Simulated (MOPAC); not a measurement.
MOPAC input (PM6):

```
PM6 1SCF CHARGE=-1 GEO-OK AUX(PRECISION=9) THREADS=1
CHO2

O    -1.05073224 1   -0.47616366 1   -0.00735618 1
C    -0.07562986 1    0.30382496 1    0.00787443 1
O     1.15136738 1    0.07188593 1   -0.00312174 1
H    -0.35130198 1    1.41127208 1    0.03657684 1
```

Question: What heat of formation does the run end on, and which ionisation energy by Koopmans theorem?

Answer: -114.59 kcal/mol; 4.16 eV.
